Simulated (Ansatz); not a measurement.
**BHCl+ (singlet): the correlation ladder, 6-31G**

One table from this session's results is given with a row withheld; the runs are named, their logs left out.

The runs use Ansatz 0.2.0, Gaussian basis; 6-31G, core rule «outside noble gas», up to 6 orbitals frozen.

To be run: UHF; CCSD(T) on RHF; BCCD(T) on RHF; CISD; CCSDT(Q) on RHF; CCSDTQ on RHF; CASSCF and MRCISD+Q, 10 electrons in 9 orbitals; CASSCF and NEVPT2, 10 electrons in 9 orbitals; Full CI.

1 further run of the same task is left out (set aside as unsound or not needed).

**What is computed**

The geometry is a PBE0/def2-TZVP stationary point (not a proven minimum) of the parent state, kept for this charge and spin.

3 atoms, charge 1, spin multiplicity 1.

Atoms are counted from 1 here; the program's logs count them from 0.

Bond lengths: B1–Cl2 1.710 Å, B1–H3 1.193 Å. Angles: Cl2–B1–H3 123.6°.

The first run:

Input file in.yaml:

```yaml
crystal:
  periodic: [false, false, false]
  atoms:
    - {symbol: B, position_ang: [0.000000, -0.186113, 1.254645]}
    - {symbol: Cl, position_ang: [0.000000, 0.036461, -0.440547]}
    - {symbol: H, position_ang: [0.000000, 0.713740, 2.038566]}
basis:
  gaussian: {orbitals: 6-31G}
total_charge: 1
magnetization: {spin_polarized: true, initial_magnetization: 0}
hamiltonian: {xc: hf}
output: {orbitals: {seedname: orbitals}}
```

Started as:

```sh
> ansatz run in.yaml --threads 1 --pin off --events-out ev --progress --plain --max-ram 2816MiB --backend cpu
```

Among the steps run: UHF; CCSD(T) on RHF; BCCD(T) on RHF; CISD; CCSDT(Q) on RHF; CCSDTQ on RHF; CASSCF and MRCISD+Q, 10 electrons in 9 orbitals; CASSCF and NEVPT2, 10 electrons in 9 orbitals; Full CI.

One of the session's tables, all rows but one given; the rest of the session is left out.

| method | from FCI (kcal/mol) |
| --- | --- |
| RHF | ? |
| RMP2 | +13.80 |
| CISD | +6.88 |
| RCCSD | +4.14 |
| RCCSD(T) | +0.42 |
| BCCD(T) | +0.31 |
| RCCSDT | -0.27 |
| RCCSDT(Q) | -0.23 |
| RCCSDTQ | -0.12 |
| CASSCF valence | +20.69 |
| NEVPT2 valence | +5.28 |
| MRCISD valence | +0.50 |
| MRCISD+Q valence | +0.16 |
| FCI | 0 |

Estimate the missing values for RHF.

**Answer.** from FCI (kcal/mol): +74.77. In the column «from FCI (kcal/mol)» it is the highest.

Caveats from the session: RCCSDT, RCCSDT(Q), RCCSDTQ fall below full CI, which methods that aren't variational can do.
